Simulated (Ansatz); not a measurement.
```yaml
crystal:
  periodic: [false, false, false]
  atoms:
    - {symbol: Li, position_ang: [0.428458, 0.540213, 0.105840]}
    - {symbol: Li, position_ang: [-0.314007, -0.338001, 3.068822]}
    - {symbol: Li, position_ang: [1.837029, 2.033518, -2.378695]}
    - {symbol: H, position_ang: [-0.718922, -0.705000, -1.246669]}
    - {symbol: H, position_ang: [0.104907, -0.044315, 1.667926]}
    - {symbol: H, position_ang: [-1.172272, -0.969619, -0.803110]}
basis:
  gaussian: {orbitals: "6-31G*"}
total_charge: 1
magnetization: {spin_polarized: true, initial_magnetization: 1}
hamiltonian: {xc: {name: PBEsol}, dispersion: d3bjatm}
scf: {omitted_lower_state_checks: [starts]}
```

```sh
$ ansatz run in.yaml --threads 4 --pin off --events-out ev --progress --plain --max-ram 3916MiB
```

Output, abridged:

```
Functional definition: PBEsol
501 factors; their error is unknown
mean field evaluation 1: about -645.1060 eV, gradient 1.6e1 eV
mean field evaluation 2: about -647.0772 eV, gradient 8.4e0 eV
mean field evaluation 4: about -647.9698 eV, gradient 2.3e-1 eV
mean field evaluation 8: about -647.9383 eV, gradient 6.8e-3 eV
mean field -647.93832978 eV, -23.8112944312 hartree, gradient 5.7e-5 eV, S^2 0.750049; 0 other end points of the search recorded, 0 dependent functions left out
reference -647.93840531 eV, -23.8112972066 hartree; 6, 5 occupied and 45, 46 virtual orbitals, 501 factors
Total energy: -647.98401707 eV, -23.8129734079 hartree
Checks for a lower state left out: starts
```

Hardware: 4 threads of Arm Neoverse V1 on a shared host. Wall time 0.55 s.

The 6-31G sets use Cartesian d functions.
